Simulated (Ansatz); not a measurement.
# H2MgSi: the cost of one run

Computed with Ansatz 0.2.0, Gaussian basis. Level: the settings change from run to run.

38 further runs of the same task are left out: 16 for a known fault of the program, 18 that didn't finish, 4 set aside as unsound or not needed. Runs told in other sessions of the task aren't counted.

### 1 The geometry

The geometry derives from a PBE0/def2-TZVP stationary point (not a proven minimum). One bond is set to the value named and the two fragments are kept rigid.

4 atoms, charge 0, spin multiplicity 1.

Atoms are counted from 1 here; the program's logs count them from 0.

Bond lengths: Si1–Mg2 2.671 Å, Si1–H3 1.714 Å, Mg2–H4 1.719 Å. Angles: Mg2–Si1–H3 87.6°, Si1–Mg2–H4 177.9°.

### 2 CCSD/cc-pVTZ

in.yaml reads:

```yaml
crystal:
  periodic: [false, false, false]
  atoms:
    - {symbol: Si, position_ang: [0.000000, -0.079126, 1.273689]}
    - {symbol: Mg, position_ang: [0.000000, 0.022651, -1.395263]}
    - {symbol: H, position_ang: [0.000000, 1.634865, 1.268215]}
    - {symbol: H, position_ang: [0.000000, 0.023733, -3.113878]}
basis:
  gaussian: {orbitals: cc-pVTZ}
magnetization: {spin_polarized: false}
hamiltonian: {xc: {name: PBE0}}
correlation: {method: ccsd, electrons: outside_noble_gas, diis_vectors: 2}
scf: {lower_state_search: light}
output: {forces: true}
```

Run with:

```
$ ansatz run in.yaml --threads 1 --pin off --events-out ev --progress --plain --max-ram 2393MiB
```

Q: Estimate wall time and peak memory on 1 thread of Arm Neoverse V1, shared host.

About 10 s, with a peak of 0.3 GiB.
